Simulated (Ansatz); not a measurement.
We consider fcc Sr, described by r²SCANh in Ansatz (plane waves, PAW).

Settings: plane-wave cutoff 520 eV, 10×10×10 k mesh, Fermi–Dirac smearing 0.05 eV, scalar-relativistic PAW data made under PBE.

Equation-of-state points:

```
V (Å³/atom)  E − E_lowest (meV/atom)  P (GPa)
-----------  -----------------------  -------
54.938                          4.60    0.566
56.480                          0.76    0.233
57.829                          0.00   -0.052
59.275                          1.77   -0.337
60.721                          6.01   -0.597
```

Fit the third-order Birch–Murnaghan equation and give B0 and B′.

V0 = 57.579 Å³/atom, B0 = 11.8 GPa, B′ = 1.4 (fit to the energies at full precision).

Measured, for comparison: bulk modulus 12.5 GPa (corrected for temperature and zero-point phonon effects, our sources range from 12.0 to 12.5; as tabulated in Levämäki et al. (2014), arXiv:1402.3671); equilibrium volume per atom 55.22 Å³/atom (low-temperature or extrapolated to 0 K; zero-point anharmonic expansion removed; as tabulated in Csonka et al. (2009), arXiv:0903.4037). Computed (rounded) less measured: bulk modulus -6 % (-2 % to -6 % over the range), equilibrium volume per atom +4.3 %.

Static lattice: no zero-point or thermal effects.

It cost around 19 core-minutes (rough) of CPU time.

Ansatz is a quantum-chemistry and plane-wave program.
